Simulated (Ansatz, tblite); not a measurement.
# The cluster BeF2: rung by rung

An exercise on one series of results from a longer session: the logs are not shown, and one member is left open.

The runs use Ansatz 0.2.0, Gaussian basis; as each input shows.

Plan: GFN1-xTB, GFN2-xTB, PBE-D4/def2-TZVP, r2SCAN-D4/def2-TZVP, LDA/def2-TZVP, revPBE-D4/def2-TZVP, r2SCANh-D4/def2-TZVP, HF/def2-TZVP, B2PLYP/def2-TZVP, PBE-D4/def2-SVP, PBE0-D4/def2-SVP, HF/STO-3G, HF/6-31G, B3LYP-D4/6-31G, PBE0-D4/def2-TZVPD, PBE-D4/def2-TZVPD, r2SCAN-D4/def2-TZVPD, CCSD(T)/def2-TZVPP, MP2/def2-TZVP, RPA/def2-TZVP, CCSD(T)/def2-TZVPD.

**The geometry**

The singlet was relaxed beforehand with PBE0-D4/def2-TZVP. At that level it is the lowest of the isomers that a small search found.

3 atoms, charge 0, spin multiplicity 1.

Bond lengths: Be1–F2 1.378 Å, Be1–F3 1.378 Å. Angles: F2–Be1–F3 179.6°.

PBE0-D4/def2-TZVP was run before; its log isn't repeated, and its numbers join the tables.

Set-up of the first run:

Tight binding, by tblite at 300 K electronic temperature and without a spin-polarisation term:

```python
tblite.interface.Calculator('GFN1-xTB', numbers, positions, charge=0, uhf=0).singlepoint()
```

Tight binding, by tblite at 300 K electronic temperature and without a spin-polarisation term:

```python
tblite.interface.Calculator('GFN2-xTB', numbers, positions, charge=0, uhf=0).singlepoint()
```

start.molden holds the orbitals of an earlier run on this state, given as this run's starting guess.

Contents of in.yaml:

```yaml
crystal:
  periodic: [false, false, false]
  atoms:
    - {symbol: Be, position_ang: [0.002529, 0.001643, 0.000751]}
    - {symbol: F, position_ang: [0.539806, -0.257122, -1.241334]}
    - {symbol: F, position_ang: [-0.542336, 0.255489, 1.240582]}
basis:
  gaussian: {orbitals: def2-TZVP, initial_orbitals: start.molden}
hamiltonian: {xc: pbe, dispersion: d4}
scf: {omitted_lower_state_checks: [starts]}
output: {orbitals: {seedname: orbitals}}
```

Command:

```bash
ansatz run in.yaml --threads 4 --pin off --events-out ev --progress --plain --max-ram 3916MiB
```

Steps of the session up to this table: PBE-D4/def2-TZVP; r2SCAN-D4/def2-TZVP; LDA/def2-TZVP; revPBE-D4/def2-TZVP; r2SCANh-D4/def2-TZVP; HF/def2-TZVP; B2PLYP/def2-TZVP; PBE-D4/def2-SVP; PBE0-D4/def2-SVP; HF/STO-3G; HF/6-31G; B3LYP-D4/6-31G; PBE0-D4/def2-TZVPD; PBE-D4/def2-TZVPD; r2SCAN-D4/def2-TZVPD; CCSD(T)/def2-TZVPP; MP2/def2-TZVP; RPA/def2-TZVP; CCSD(T)/def2-TZVPD.

One table of the session follows, with a row left open; its other results are not shown here.

It belongs to the step «Levels side by side». 

| level | HOMO (eV) | LUMO (eV) | gap (eV) |
| --- | --- | --- | --- |
| HF/STO-3G | -11.84 | 8.83 | 20.67 |
| HF/6-31G | -16.98 | 2.95 | 19.93 |
| HF/def2-TZVP | -17.16 | 0.99 | 18.16 |
| LDA/def2-TZVP | ? | ? | ? |
| PBE-D4/def2-SVP | -9.40 | -1.23 | 8.17 |
| PBE-D4/def2-TZVP | -9.69 | -1.37 | 8.32 |
| PBE-D4/def2-TZVPD | -9.78 | -1.44 | 8.34 |
| revPBE-D4/def2-TZVP | -9.59 | -1.35 | 8.25 |
| r2SCAN-D4/def2-TZVP | -10.17 | -0.76 | 9.41 |
| r2SCAN-D4/def2-TZVPD | -10.23 | -0.82 | 9.40 |
| r2SCANh-D4/def2-TZVP | -10.94 | -0.57 | 10.37 |
| B3LYP-D4/6-31G | -10.98 | -0.37 | 10.61 |
| PBE0-D4/def2-SVP | -11.53 | -0.47 | 11.06 |
| PBE0-D4/def2-TZVP | -11.74 | -0.68 | 11.07 |
| PBE0-D4/def2-TZVPD | -11.81 | -0.74 | 11.07 |

Q: Estimate the row for LDA/def2-TZVP from the others.

As computed: HOMO (eV): -9.97; LUMO (eV): -1.48; gap (eV): 8.49. In the column «HOMO (eV)» it lies between r2SCAN-D4/def2-TZVP (-10.17) and PBE-D4/def2-TZVPD (-9.78).
